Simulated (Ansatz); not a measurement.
**P2+ (doublet): from Hartree-Fock to the top rungs, cc-pVDZ**

Aim: climb from Hartree-Fock through coupled cluster and multireference methods for P2+ (doublet) at one geometry and basis, and see what each rung misses.

Method: cc-pVDZ, core rule «outside noble gas», up to 10 orbitals frozen; program: Ansatz 0.2.0, Gaussian basis.

The runs, in order: UHF; CCSD(T) on ROHF; CCSD(T) on UHF; BCCD(T) on ROHF; CISD as a restricted active space (open shells left free, so some higher excitations enter); CCSDT(Q) on ROHF; CCSDT(Q) on UHF; CISDTQ; CCSDTQ on ROHF; CCSDTQ on UHF; CASSCF and MRCISD+Q, 9 electrons in 8 orbitals; CASSCF and NEVPT2, 9 electrons in 8 orbitals; Full CI.

2 further runs of the same task are left out: 2 set aside as unsound or not needed. Runs told in other sessions of the task aren't counted.

### 1 The geometry

The geometry is a PBE0/def2-TZVP stationary point (not a proven minimum).

2 atoms, charge 1, spin multiplicity 2.

Atoms are counted from 1 here; the program's logs count them from 0.

Bond lengths: P1–P2 1.966 Å.

Geometry (Å):

```xyz
2
charge 1, multiplicity 2
P     0.0000    0.0000    0.0000
P     0.0000    0.0000    1.9656
```

### 2 UHF

in.yaml reads:

```yaml
crystal:
  periodic: [false, false, false]
  atoms:
    - {symbol: P, position_ang: [0.000000, 0.000000, 0.000000]}
    - {symbol: P, position_ang: [0.000000, 0.000000, 1.965600]}
basis:
  gaussian: {orbitals: cc-pVDZ}
total_charge: 1
magnetization: {spin_polarized: true, initial_magnetization: 1}
hamiltonian: {xc: hf}
output: {orbitals: {seedname: orbitals}}
```

On the command line:

```console
$ ansatz run in.yaml --threads 1 --pin off --events-out ev --progress --plain --max-ram 2880MiB --backend cpu
```

The runs that follow: CCSD(T) on ROHF; CCSD(T) on UHF; BCCD(T) on ROHF; CISD as a restricted active space (open shells left free, so some higher excitations enter); CCSDT(Q) on ROHF; CCSDT(Q) on UHF; CISDTQ; CCSDTQ on ROHF; CCSDTQ on UHF; CASSCF and MRCISD+Q, 9 electrons in 8 orbitals; CASSCF and NEVPT2, 9 electrons in 8 orbitals; Full CI.

Q: Predict the results of all the runs planned. Wanted: FCI from the RHF energy; RMP2 from FCI; UMP2 from FCI; RCCSD from FCI; RCCSD(T) from FCI; UCCSD(T) from FCI; RCCSDT(Q) from FCI; UCCSDT(Q) from FCI; NEVPT2 valence from FCI.

The runs gave:

| quantity | value |
| --- | --- |
| FCI from the ROHF energy | -6.2894 eV |
| RMP2 from FCI | +26.84 kcal/mol |
| UMP2 from FCI | +26.98 kcal/mol |
| RCCSD from FCI | +8.65 kcal/mol |
| RCCSD(T) from FCI | +1.64 kcal/mol |
| UCCSD(T) from FCI | +1.65 kcal/mol |
| RCCSDT(Q) from FCI | +0.12 kcal/mol |
| UCCSDT(Q) from FCI | +0.11 kcal/mol |
| NEVPT2 valence from FCI | +20.57 kcal/mol |
| MRCISD+Q valence from FCI | -0.38 kcal/mol |
| levels within 1 kcal/mol (43 meV) | RCCSDT, UCCSDT, RCCSDT(Q), UCCSDT(Q), RCCSDTQ, UCCSDTQ, MRCISD+Q valence |
| T1 diagnostic | 0.018 |
| effectively unpaired electrons | 1.21 |

RCCSD(T) lands +1.64 kcal/mol from the yardstick (1.1 % of the correlation energy). MRCISD+Q valence falls below full CI: the +Q correction isn't variational, and the cores differ from full CI's. The occupations show static correlation (1.21 effectively unpaired electrons where one determinant has 1). Of the multireference levels listed MRCISD+Q valence comes nearest in total energy (-0.38 kcal/mol), which doesn't show that its space is the better one. Coupled cluster took another determinant than the lowest Hartree-Fock one. These misses are within one basis, not against nature; the frozen cores of restricted and unrestricted runs differ, which can shift their rows.

Levels on UHF freeze UHF's core orbitals, full CI those of ROHF, so the U rows can settle a little off it for that reason alone.

With open shells the CI space here admits some higher excitations, so it is larger than plain CISD.
